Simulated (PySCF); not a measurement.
Can point charges reproduce the dipole moment of `[H]/N=C/C#C`?

Coordinates (PBE0-D3(BJ)/def2-SVP, Å) and charges (e) from the PBE0/pcSseg-1 density (PySCF):

```csv
atom,x,y,z,Mulliken,IAO,Hirshfeld,ESP-fitted
C1,-1.776,-0.149,-0.400,-0.2596,-0.1923,-0.0812,-0.3870
C2,-0.630,-0.095,-0.010,+0.2592,-0.0335,-0.0434,-0.0339
C3,0.711,-0.075,0.502,-0.0907,+0.0249,+0.0568,+0.3686
N4,1.628,0.627,-0.034,-0.2940,-0.3958,-0.2086,-0.6175
H5,-2.788,-0.184,-0.762,+0.0834,+0.2088,+0.1041,+0.3173
H6,0.867,-0.716,1.391,+0.1256,+0.1328,+0.0554,+0.0241
H7,2.501,0.498,0.485,+0.1760,+0.2551,+0.1168,+0.3284
```

Q: Compute μ = Σ q r for each scheme (1 e·Å = 4.803 D) and compare with the dipole of the full density.

A: The full density gives (-0.36, -1.27, 1.49) D, 1.99 D in size; dipole vectors point from the negative to the positive end.

```tsv
scheme	μx	μy	μz	size (D)	share of the full size (%)	angle to the full dipole (°)
Mulliken	0.34	-0.87	1.26	1.57	79	24
IAO	-0.44	-1.08	1.21	1.68	85	5
Hirshfeld	-0.37	-0.57	0.59	0.90	45	14
ESP-fitted	-0.37	-1.28	1.50	2.00	101	0
```

Q: Which set comes closest?

A: Length of the difference vector: ESP-fitted 0.01 D, IAO 0.35 D, Mulliken 0.84 D, Hirshfeld 1.14 D. Closest: ESP-fitted. 

Q: What is left for the Hirshfeld atoms' own dipoles?

A: The shares of the density sum to the whole, so what Σ q r misses lies in dipoles about the nuclei. The atomic dipoles sum to (-0.36, -1.27, 1.49) − (-0.37, -0.57, 0.59) = (0.01, -0.70, 0.90) D, 1.14 D in size.

Q: With the origin at the mean of the coordinates, (0.073, -0.013, 0.167) Å, which are the largest single terms, by size, of the Hirshfeld dipole along the direction of the full one?

A: N4 +0.84, H6 +0.32, H7 -0.30, C3 +0.05, H5 -0.03 D; all 7 atoms together +0.88 D. The single terms depend on the origin, their sum doesn't.

Q: Give the size of the full dipole in other units.

A: 1.99 D = 0.783 au = 0.414 e·Å = 6.64 × 10⁻³⁰ C·m.

Isolated species at its PBE0-D3(BJ)/def2-SVP geometry, gas phase.

These values come from a run that also computed NMR shieldings. On an Arm Neoverse V1 with one thread, shared host, this took 3.5 s wall.
